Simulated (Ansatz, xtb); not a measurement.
# Relative energy of two structures of BH5Si

Structure a: a singlet given by its coordinates. Structure b: `B[SiH3]`, a singlet. Both are isolated molecules in the gas phase, relaxed with PBE0-D3(BJ)/def2-SVP.

a (Å):

```tsv
atom	x (Å)	y (Å)	z (Å)
B	-0.4631	0.2663	1.3297
Si	0.4309	0.0004	-0.3162
H	0.7403	-1.3534	-0.8665
H	-1.1680	-0.1279	0.1780
H	-0.8561	1.3749	1.5946
H	0.3751	0.9808	-1.4419
H	-0.5376	-0.6614	2.0962
```

Close contacts (Å): B1–Si2 1.89, B1–H4 1.41, B1–H5 1.21, B1–H7 1.21, Si2–H3 1.49, Si2–H4 1.68, Si2–H6 1.49.

b (Å):

```xyz
7

B     0.8870   -1.3822    0.3079
Si   -0.7957   -0.5506   -0.4215
H    -0.9362    0.9042   -0.1004
H     1.4067   -0.9628    1.3153
H     1.3806   -2.3552   -0.2123
H    -0.9666   -0.7331   -1.8969
H    -1.9250   -1.2749    0.2577
```

Energies in hartree; the thermal terms are from PBE0-D3(BJ)/def2-SVP harmonic frequencies (ideal gas, rigid rotor, one conformer each, 298.15 K, 1 atm) and include the zero-point energy:

```
                                a           b
E, CCSD(T)/def2-TZVPP  −316.780255  −316.785934
    zero-point energy     0.044711     0.043337
         H(298 K) − E     0.049567     0.048930
         G(298 K) − E     0.020424     0.017826
```

Task: Work out ΔE, ΔE₀, ΔH and ΔG for a → b in kJ/mol (1 Eh = 2625.50 kJ/mol) and the equilibrium ratio [b]/[a].

Result: 1. ΔE = −316.785934 − (−316.780255) = −0.005679 Eh = −14.91 kJ/mol.
2. ΔE₀ = ΔE + ΔZPE = −0.005679 + (−0.001374) Eh = −18.52 kJ/mol.
3. ΔH = ΔE + (−0.000637) Eh = −16.58 kJ/mol.
4. ΔG = ΔE + (−0.002598) Eh = −21.73 kJ/mol, so ΔS = (ΔH − ΔG)/T = +17.3 J/(mol K).
5. kT = 0.9442 mEh, so K = [b]/[a] = exp(−ΔG/kT) = exp(+8.77) ≈ 6.4 × 10^3.

Structure b is favoured at this temperature. An error of 4 kJ/mol in ΔG would change K by a factor of 5. Mirror images and further conformers aren't counted.

Other levels gave ΔE = −3.4 (PBE0-D3(BJ)/def2-SVP); −64.0 (HF/def2-TZVPP); −11.0 (MP2/def2-TZVPP) kJ/mol. The correlated steps freeze 6 core orbitals. Programs: Ansatz 0.2.0.
